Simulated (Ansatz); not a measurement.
# CH5Al (AlH2Me): levels of theory compared

Wanted: a comparison of 6 runs (CAM-B3LYP/STO-3G, SVWN5/STO-3G, UB3LYP/STO-3G, UPBE/STO-3G, wB97M-V/STO-3G, MP2/STO-3G) of CH5Al (AlH2Me). 

The calculation is run with Ansatz 0.2.0.

56 further runs of the same task are left out: 2 that didn't finish, 54 set aside as unsound or not needed.

**1. Starting point**

CH5Al: 7 atoms, total charge 0, spin state singlet. As SMILES, `[H][Al]([H])[CH3]`. The H3–Al1 distance was set to 3.879 Å, away from the relaxed value. At this shape a bond of the SMILES string is far longer than usual.

Bond lengths: Al1–C4 1.985 Å, Al1–H2 1.551 Å, C4–H5 1.097 Å, C4–H6 1.098 Å, C4–H7 1.098 Å. Angles: Al1–C4–H5 113.2°, Al1–C4–H6 112.2°, Al1–C4–H7 112.2°, H2–Al1–C4 123.8°, H5–C4–H6 106.1°, H5–C4–H7 105.9°, H6–C4–H7 106.7°.

**2. A single-point energy at CAM-B3LYP/STO-3G (run 1)**

Contents of molecule.yaml:

```yaml
crystal:
  periodic: [false, false, false]
  atoms:
    - {symbol: Al, position_ang: [1.566205, -1.158435, 0.042129]}
    - {symbol: H, position_ang: [3.113575, -1.053685, 0.084439]}
    - {symbol: H, position_ang: [-0.157080, 2.315610, -0.032820]}
    - {symbol: C, position_ang: [0.577165, -2.878955, 0.042219]}
    - {symbol: H, position_ang: [0.455355, -3.308255, -0.960131]}
    - {symbol: H, position_ang: [-0.435275, -2.774705, 0.453799]}
    - {symbol: H, position_ang: [1.083855, -3.648055, 0.640169]}
basis:
  gaussian: {orbitals: STO-3G}
accuracy: high
hamiltonian: {xc: {name: CAM-B3LYP}}
```

Command:

```console
ansatz run molecule.yaml --threads 1 --pin off --max-ram 2610MiB --events-out events.jsonl --progress --plain --runs-dir runs
```

The program printed:

```text
Warning: RAYON_NUM_THREADS=1 ignored (pool sized by the plan → 1); use --threads N
Functional definition: CAM-B3LYP
  name "CAM-B3LYP"
  parameter alpha = 0.19
  parameter beta = 0.46
  parameter omega = 0.33/bohr
  parameter ac = 0.81
  exchange = (1 - alpha - beta)*b88_x + beta*b88_x_sr(omega) + alpha*exact_x + beta*exact_x_lr(omega)
  correlation = (1 - ac)*vwn5_c + ac*lyp_c
325 factors; integrals over basis functions are off by at most 9.0e-9 eV
167 factors; integrals over basis functions are off by at most 1.3e-9 eV
mean field evaluation 1: about -7607.3676 eV, gradient 1.8e1 eV
mean field evaluation 2: about -7598.9586 eV, gradient 2.0e1 eV
mean field evaluation 4: about -7613.2708 eV, gradient 2.2e0 eV
mean field evaluation 8: about -7613.2947 eV, gradient 1.4e0 eV
mean field evaluation 16: about -7613.2642 eV, gradient 9.6e-5 eV
mean field -7613.26422024 eV, -279.7822996380 hartree, gradient 3.7e-8 eV, S^2 0.000000; 0 other end points of the search recorded, 0 dependent functions left out
reference -7613.26423716 eV, -279.7823002596 hartree; 12, 12 occupied and 7, 7 virtual orbitals, 325 factors
Total energy: -7613.26423716 eV, -279.7823002596 hartree
```

Run time: 1.1 s. Hardware: 1 thread of Arm Neoverse V2, shared host; peak memory 0.1 GiB.

**3. A single-point energy at SVWN5/STO-3G (run 2)**

Contents of run.yaml:

```yaml
crystal:
  periodic: [false, false, false]
  atoms:
    - symbol: Al
      position_ang: [1.566205, -1.158435, 0.042129]
    - symbol: H
      position_ang: [3.113575, -1.053685, 0.084439]
    - symbol: H
      position_ang: [-0.157080, 2.315610, -0.032820]
    - symbol: C
      position_ang: [0.577165, -2.878955, 0.042219]
    - symbol: H
      position_ang: [0.455355, -3.308255, -0.960131]
    - symbol: H
      position_ang: [-0.435275, -2.774705, 0.453799]
    - symbol: H
      position_ang: [1.083855, -3.648055, 0.640169]
basis:
  gaussian:
    orbitals: STO-3G
hamiltonian:
  xc: {name: SVWN5}
accuracy: high
```

Command:

```console
ansatz run run.yaml --threads 1 --pin off --max-ram 2610MiB --events-out events.jsonl --progress --plain --runs-dir runs
```

The program printed:

```text
Warning: RAYON_NUM_THREADS=1 ignored (pool sized by the plan → 1); use --threads N
Functional definition: SVWN5
  name "SVWN5"
  exchange = slater_x
  correlation = vwn5_c
325 factors; integrals over basis functions are off by at most 9.0e-9 eV
mean field evaluation 1: about -7565.7142 eV, gradient 2.7e1 eV
mean field evaluation 2: about -7555.6952 eV, gradient 3.7e1 eV
mean field evaluation 4: about -7567.4820 eV, gradient 1.4e1 eV
mean field evaluation 8: about -7565.8762 eV, gradient 2.6e1 eV
mean field evaluation 16: about -7574.7745 eV, gradient 8.0e-4 eV
mean field -7574.77449011 eV, -278.3678281451 hartree, gradient 1.0e-8 eV, S^2 0.000000; 0 other end points of the search recorded, 0 dependent functions left out
reference -7574.77449248 eV, -278.3678282323 hartree; 12, 12 occupied and 7, 7 virtual orbitals, 325 factors
Total energy: -7574.77449248 eV, -278.3678282323 hartree
```

It took 0.78 s on 1 thread of Arm Neoverse V2, shared host; peak memory 0.094 GiB.

Runs 3 to 5 aren't shown in full; the table further down has their settings and results.

**4. A single-point energy at MP2/STO-3G (run 6)**

Contents of molecule.yaml:

```yaml
crystal:
  periodic: [false, false, false]
  atoms:
    - symbol: Al
      position_ang: [1.566205, -1.158435, 0.042129]
    - symbol: H
      position_ang: [3.113575, -1.053685, 0.084439]
    - symbol: H
      position_ang: [-0.157080, 2.315610, -0.032820]
    - symbol: C
      position_ang: [0.577165, -2.878955, 0.042219]
    - symbol: H
      position_ang: [0.455355, -3.308255, -0.960131]
    - symbol: H
      position_ang: [-0.435275, -2.774705, 0.453799]
    - symbol: H
      position_ang: [1.083855, -3.648055, 0.640169]
basis:
  gaussian: {orbitals: STO-3G}
correlation: {method: mp2, frozen_orbitals: {Al: 5, C: 1, H: 0}}
accuracy: high
```

Command:

```console
ansatz run molecule.yaml --threads 1 --pin off --max-ram 2610MiB --events-out events.jsonl --progress --plain --runs-dir runs
```

The program printed, cut to the lines that bear on the results:

```text
Warning: RAYON_NUM_THREADS=1 ignored (pool sized by the plan → 1); use --threads N
Functional definition: HF
  name "HF"
[...]
325 factors; integrals over basis functions are off by at most 9.0e-9 eV
[...]
mean field -7590.81235611 eV, -278.9572088497 hartree, gradient 3.5e-8 eV, S^2 0.000000; 0 other end points of the search recorded, 0 dependent functions left out; unrestricted orbitals would lower it
unrestricted determinant -7595.88165508 eV, -279.1435021507 hartree, S^2 1.0022
6 core orbitals not correlated: weight in the atoms' cores, before any rotation towards them, 0.999 or more for the frozen orbitals, at most 0.000 for the correlated occupied ones
reference -7590.81235611 eV, -278.9572088497 hartree; 6, 6 occupied and 7, 7 virtual orbitals, 325 factors
second order -5.46132530 eV of doubles, -0.00000000 eV of singles
Total energy: -7596.27368141 eV, -279.1579088525 hartree
```

Wall time 0.1 s (1 thread of Arm Neoverse V2, shared host).

**5. All runs side by side**

| run | level | frozen core orbitals | energy (Eh) | wall time |
| --- | --- | --- | --- | --- |
| 1 | CAM-B3LYP/STO-3G | – | -279.782300 | 1.1 s |
| 2 | SVWN5/STO-3G | – | -278.367828 | 0.78 s |
| 3 | UB3LYP/STO-3G | – | -279.935893 | 3.9 s |
| 4 | UPBE/STO-3G | – | -279.705938 | 4.5 s |
| 5 | wB97M-V/STO-3G | – | -279.824560 | 18 s |
| 6 | MP2/STO-3G | 6 | -279.157909 | 0.1 s |

**6. Summary of results**

| quantity | value |
| --- | --- |
| run 6: total energy | -279.15791 Eh |
| run 6: correlation energy (6 core orbitals frozen) | -200.7 mEh |

In words: Totals of different functionals can't be ranked against each other. In run 6 the log says that unrestricted orbitals would lower the reference, so the values rest on an unstable closed-shell determinant (other closed-shell runs at this shape may share the fault). In runs 1, 2, 3, 4, 5, 6 the basis is minimal, so the values are rough. Spin contamination of the reference: run 4 ⟨S²⟩ = 0.99, run 3 ⟨S²⟩ = 0.98. Where it is this large, the reference is a mixture of spin states, and values that rest on it are in doubt. All runs together took 28 s, the longest 18 s.
